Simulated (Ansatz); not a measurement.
Basis-set extrapolation for C2H3NO, SMILES `NC#CO` (PBE0-D4/def2-TZVP geometry, frozen core, Ansatz 0.2.0). Multiplicity 1, RHF reference.

```csv
,def2-TZVPP,def2-QZVPP
HF,-206.783888,-206.793153
MP2 correlation,-0.745563,-0.800040
CCSD(T) correlation,-0.791594,not run
```

Energies in hartree. Use E(X) = E(∞) + A·exp(−7.88·√X) for Hartree–Fock and E(X) = E(∞) + B·X^(−2.97) for correlation, with X = 3 and 4, and add CCSD(T) minus MP2 of the smaller set to the MP2 limit.

Question: What is the CCSD(T) energy at the basis-set limit?

Answer: HF limit: -206.793153 + (-0.009265) × 0.13774 = -206.79443. MP2 limit: -0.800040 + (-0.054477) × 0.74074 = -0.84039. Higher-order term: -0.791594 − (-0.745563) = -0.04603. Total: -207.68085 hartree, 276.6 kJ/mol below CCSD(T)/def2-TZVPP.
